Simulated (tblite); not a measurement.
Species: C5H9P.
SMILES: `C#CP(=C)(C)C`

All values are computed: GFN2-xTB (tblite) harmonic vibrations without scaling, gas phase. Errors from tens to a few hundred cm⁻¹ against measured bands are possible.

Harmonic wavenumbers (cm⁻¹): 112.5, 117.1, 121.3, 174.5, 215.5, 233.0, 247.5, 314.2, 319.7, 386.4, 604.8, 651.4, 662.2, 669.4, 728.7, 744.6, 775.3, 790.9, 820.5, 877.7, 935.4, 1019.6, 1301.6, 1305.9, 1386.7, 1417.4, 1428.4, 1432.7, 1446.0, 2204.2, 2958.2, 2980.6, 2985.8, 2995.2, 2999.1, 3001.9, 3007.0, 3017.7, 3365.7.

A = 3409, B = 2297, C = 2090 MHz; mass 100.044 u (most abundant isotopes); point group C1, symmetry number 1.

Q: Zero-point energy?

A: Half the sum of the wavenumbers: 25378 cm⁻¹ = 72.56 kcal/mol.

Q: Give the ideal-gas entropy at 400 K and 1 bar in the rigid-rotor, harmonic-oscillator model (classical rotation).

A: Translation 41.21, rotation 28.25, vibration 33.29: S = 102.7 cal/(mol K).

Q: And Cp and H(400 K) − H(0)?

A: Cp = 42.18 cal/(mol K), of which vibrations give 34.23 (their classical limit is 39 R = 77.5); H(400 K) − H(0) = 10.43 kcal/mol without the zero-point energy, 7.25 from vibrations.

Q: Which modes carry the vibrational entropy at 400 K?

A: 112.5 cm⁻¹: 3.80; 117.1 cm⁻¹: 3.72; 121.3 cm⁻¹: 3.65; 174.5 cm⁻¹: 2.95; 215.5 cm⁻¹: 2.54; 233.0 cm⁻¹: 2.40 cal/(mol K); the other 33 give 14.24 together.

Q: How do the functions run with temperature in this model?

A: 
| T (K) | S (cal/(mol K)) | Cp (cal/(mol K)) | H − H(0) (kcal/mol) | G − H(0) (kcal/mol) | ln q(vib) |
| --- | --- | --- | --- | --- | --- |
| 150 | 71.9 | 22.6 | 2.18 | -8.61 | 1.87 |
| 250 | 85.6 | 31.3 | 4.88 | -16.51 | 4.16 |
| 298.15 | 91.4 | 35.2 | 6.48 | -20.77 | 5.28 |
| 600 | 121.9 | 52.2 | 19.94 | -53.19 | 12.04 |
| 900 | 145.1 | 62.1 | 37.18 | -93.37 | 18.01 |

q(vib) and H(0) count from the zero-point level.

Q: What must be added to the electronic energy to get the Gibbs energy at 400 K and 1 bar?

A: ZPE + [H(400 K) − H(0)] − T·S = 72.56 + 10.43 − 41.10 = 41.89 kcal/mol.

Hindered rotation and anharmonicity are outside this model. The structure is chiral; the term R ln 2 for an equal mix with its mirror image is left out.

Hardware: one thread, Arm Neoverse V2 (aarch64), no GPU, on a shared host. Cost: 0.33 s of wall time. This covers the Hessian and the dipole derivatives.
